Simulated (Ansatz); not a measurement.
# CH4AlN (SMILES [CH2]1[NH][AlH]1): functionals against CCSD(T) at one geometry

An exercise on one series of results from a longer session: the logs are not shown, and one member is left open.

Computed with Ansatz 0.2.0, Gaussian basis. Level: single points in def2-TZVPP.

Correlated methods freeze the cores.

## Starting geometry

7 atoms, charge 0, spin multiplicity 1.

Atoms are counted from 1 here; the program's logs count them from 0.

Bond lengths: C1–N2 1.580 Å, C1–Al3 1.791 Å, C1–H4 1.339 Å, C1–H5 1.070 Å, N2–Al3 1.546 Å, N2–H6 0.974 Å, Al3–H7 1.470 Å. Angles: N2–C1–Al3 54.2°, N2–C1–H4 105.1°, N2–C1–H5 114.6°, Al3–C1–H4 127.6°, Al3–C1–H5 123.0°, H4–C1–H5 109.4°, C1–N2–Al3 69.9°, C1–N2–H6 106.8°, Al3–N2–H6 176.5°, C1–Al3–N2 55.9°, C1–Al3–H7 149.9°, N2–Al3–H7 153.7°.

Geometry (Å):

```xyz
7
charge 0, multiplicity 1
C    -0.4655    0.0079   -0.5979
N    -0.0923    0.4092    0.8837
Al    1.0753   -0.3684    0.2335
H    -1.6278   -0.6490   -0.5000
H    -0.5799    0.8346   -1.2683
H    -0.8629    0.8771    1.2515
H     2.3712   -1.0621    0.2561
```

The first run:

File run/in.yaml:

```yaml
crystal:
  periodic: [false, false, false]
  atoms:
    - {symbol: C, position_ang: [-0.465500, 0.007900, -0.597900]}
    - {symbol: N, position_ang: [-0.092300, 0.409200, 0.883700]}
    - {symbol: Al, position_ang: [1.075300, -0.368400, 0.233500]}
    - {symbol: H, position_ang: [-1.627800, -0.649000, -0.500000]}
    - {symbol: H, position_ang: [-0.579900, 0.834600, -1.268300]}
    - {symbol: H, position_ang: [-0.862900, 0.877100, 1.251500]}
    - {symbol: H, position_ang: [2.371200, -1.062100, 0.256100]}
basis:
  gaussian: {orbitals: def2-TZVPP}
correlation: {method: ccsd_t}
output: {forces: true}
```

No record of the launch command was kept for these runs.

Among the steps run: CCSD(T)/def2-TZVPP; PBE0-D4/def2-TZVPP; wB97M-V/def2-TZVPP; r2SCAN-D4/def2-TZVPP; PBE-D4/def2-TZVPP; r2SCAN0-D4/def2-TZVPP; CAM-B3LYP-D4/def2-TZVPP.

One of the session's tables, all rows but one given; the rest of the session is left out.

| method | RMS force component (eV/Å) | angle to CCSD(T) forces (°) | dipole (D) |
| --- | --- | --- | --- |
| CCSD(T) | 2.703 | reference | 0.90 |
| PBE0-D4 | 2.566 | 4.0 | 0.90 |
| wB97M-V | 2.612 | 2.7 | 0.91 |
| r2SCAN-D4 | 2.583 | 2.1 | 0.92 |
| PBE-D4 | 2.609 | 3.3 | 0.88 |
| r2SCAN0-D4 | ? | ? | ? |
| CAM-B3LYP-D4 | 2.536 | 3.8 | 0.88 |

**Question.** Estimate the row for r2SCAN0-D4.

**Answer.** RMS force component (eV/Å): 2.561; angle to CCSD(T) forces (°): 4.5; dipole (D): 0.93. In the column «RMS force component (eV/Å)» it lies between CAM-B3LYP-D4 (2.536) and PBE0-D4 (2.566).
